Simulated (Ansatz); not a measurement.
Basis-set extrapolation for `C=C(N)NC` (PBE0-D4/def2-TZVP geometry, frozen core, the Gaussian-basis code of Ansatz). Multiplicity 1, RHF reference.

|  | def2-TZVPP | def2-QZVPP |
| --- | --- | --- |
| HF | -227.224850 | -227.235718 |
| MP2 correlation | -0.926138 | -0.988334 |
| CCSD(T) correlation | -1.004732 | not run |

Energies in hartree. Use E(X) = E(∞) + A·exp(−7.88·√X) for Hartree–Fock and E(X) = E(∞) + B·X^(−2.97) for correlation, with X = 3 and 4, and add CCSD(T) minus MP2 of the smaller set to the MP2 limit.

Task: What is the CCSD(T) energy at the basis-set limit?

Result: HF limit: -227.235718 + (-0.010868) × 0.13774 = -227.23721. MP2 limit: -0.988334 + (-0.062196) × 0.74074 = -1.03441. Higher-order term: -1.004732 − (-0.926138) = -0.07859. Total: -228.35021 hartree, 316.7 kJ/mol below CCSD(T)/def2-TZVPP.
